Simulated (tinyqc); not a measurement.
CIS and TDHF on RHF in the sto-3g basis, frozen core, for H2O, spin multiplicity 1, step by step. One step of it, computed by the program tinyqc.

Question. CIS matrix, triplets. A(ia,jb) = (e_a - e_i) d_ij d_ab - (ij|ab).

orbital energies (hartree): MO1 -20.285803, MO2 -1.193002, MO3 -0.496696, MO4 -0.446489, MO5 -0.394596, MO6 0.431389, MO7 0.487824

Two-electron integrals over orbitals (pq|rs), unique and non-zero (hartree); the lowest 1 orbital is frozen and left out:
```
p,q,r,s,(pq|rs)
2,2,2,2,0.728200
3,2,2,2,0.000023
3,2,3,2,0.124023
3,3,2,2,0.610282
3,3,3,2,-0.000058
3,3,3,3,0.583537
4,2,2,2,-0.035774
4,2,3,2,-0.000044
4,2,3,3,0.000750
4,2,4,2,0.128696
4,3,2,2,-0.000136
4,3,3,2,0.026378
4,3,3,3,-0.000188
4,3,4,2,0.000220
4,3,4,3,0.061130
4,4,2,2,0.641933
4,4,3,2,0.000259
4,4,3,3,0.553347
4,4,4,2,-0.079809
4,4,4,3,-0.000009
4,4,4,4,0.650457
5,2,5,2,0.153345
5,3,5,2,0.000106
5,3,5,3,0.026404
5,4,5,2,-0.043590
5,4,5,3,-0.000047
5,4,5,4,0.044338
5,5,2,2,0.759570
5,5,3,2,0.000180
5,5,3,3,0.597974
5,5,4,2,-0.085692
5,5,4,3,-0.000192
5,5,4,4,0.660251
5,5,5,5,0.880159
6,2,2,2,0.123880
6,2,3,2,0.000219
6,2,3,3,0.066300
6,2,4,2,0.039013
6,2,4,3,-0.000093
6,2,4,4,0.046569
6,2,5,5,0.129035
6,2,6,2,0.093933
6,3,2,2,0.000578
6,3,3,2,-0.027280
6,3,3,3,0.000460
6,3,4,2,-0.000280
6,3,4,3,-0.037964
6,3,4,4,0.000189
6,3,5,5,0.000671
6,3,6,2,0.000310
6,3,6,3,0.068363
6,4,2,2,0.144972
6,4,3,2,-0.000226
6,4,3,3,0.056035
6,4,4,2,-0.064120
6,4,4,3,-0.000351
6,4,4,4,0.129814
6,4,5,5,0.168746
6,4,6,2,0.052822
6,4,6,3,0.000705
6,4,6,4,0.118424
6,5,5,2,0.045495
6,5,5,3,0.000099
6,5,5,4,0.009140
6,5,6,5,0.033196
6,6,2,2,0.596860
6,6,3,2,0.000590
6,6,3,3,0.545309
6,6,4,2,0.037518
6,6,4,3,0.000568
6,6,4,4,0.547753
6,6,5,5,0.584319
6,6,6,2,0.093103
6,6,6,3,-0.000366
6,6,6,4,0.063122
6,6,6,6,0.583263
7,2,2,2,-0.000617
7,2,3,2,0.058790
7,2,3,3,-0.000182
7,2,4,2,-0.000030
7,2,4,3,-0.030897
7,2,4,4,-0.000359
7,2,5,5,-0.000638
7,2,6,2,-0.000126
7,2,6,3,0.028030
7,2,6,4,-0.000282
7,2,6,6,-0.000470
7,2,7,2,0.068727
7,3,2,2,0.173322
7,3,3,2,0.000432
7,3,3,3,0.091268
7,3,4,2,-0.082532
7,3,4,3,0.000092
7,3,4,4,0.123461
7,3,5,5,0.207659
7,3,6,2,0.060947
7,3,6,3,0.000164
7,3,6,4,0.116856
7,3,6,6,0.051291
7,3,7,2,-0.000403
7,3,7,3,0.167855
7,4,2,2,-0.000259
7,4,3,2,-0.071217
7,4,3,3,-0.000015
7,4,4,2,7.18e-07
7,4,4,3,-0.023057
7,4,4,4,-0.000410
7,4,5,5,-0.000328
7,4,6,2,-0.000205
7,4,6,3,0.056861
7,4,6,4,0.000150
7,4,6,6,-0.000729
7,4,7,2,-0.014928
7,4,7,3,-0.000579
7,4,7,4,0.075630
7,5,5,2,-0.000224
7,5,5,3,0.023797
7,5,5,4,0.000010
7,5,6,5,-0.000044
7,5,7,5,0.024027
7,6,2,2,-0.000082
7,6,3,2,0.075039
7,6,3,3,-0.000122
7,6,4,2,-0.000117
7,6,4,3,0.066982
7,6,4,4,0.000269
7,6,5,5,-0.000007
7,6,6,2,-0.000183
7,6,6,3,-0.058639
7,6,6,4,-0.000459
7,6,6,6,0.000744
7,6,7,2,-0.005403
7,6,7,3,0.000506
7,6,7,4,-0.063347
7,6,7,6,0.106503
7,7,2,2,0.593024
7,7,3,2,-0.000669
7,7,3,3,0.569478
7,7,4,2,-0.013970
7,7,4,3,-0.000596
7,7,4,4,0.554930
7,7,5,5,0.589660
7,7,6,2,0.054107
7,7,6,3,0.000830
7,7,6,4,0.049575
7,7,6,6,0.544168
7,7,7,2,-0.000231
7,7,7,3,0.084184
7,7,7,4,0.000523
7,7,7,6,-0.000828
7,7,7,7,0.576234
```

Give: CIS matrix A, triplet.

Answer.

CIS matrix A, triplet (hartree):
```
,2>6,2>7,3>6,3>7,4>6,4>7,5>6,5>7
2>6,1.0275,0.0001,-0.0006,-0.0750,-0.0375,0.0001,0.0000,0.0000
2>7,0.0001,1.0878,-0.0750,0.0007,0.0001,0.0140,0.0000,0.0000
3>6,-0.0006,-0.0750,0.3828,0.0001,-0.0006,-0.0670,0.0000,0.0000
3>7,-0.0750,0.0007,0.0001,0.4150,-0.0670,0.0006,0.0000,0.0000
4>6,-0.0375,0.0001,-0.0006,-0.0670,0.3301,-0.0003,0.0000,0.0000
4>7,0.0001,0.0140,-0.0670,0.0006,-0.0003,0.3794,0.0000,0.0000
5>6,0.0000,0.0000,0.0000,0.0000,0.0000,0.0000,0.2417,0.0000
5>7,0.0000,0.0000,0.0000,0.0000,0.0000,0.0000,0.0000,0.2928
```
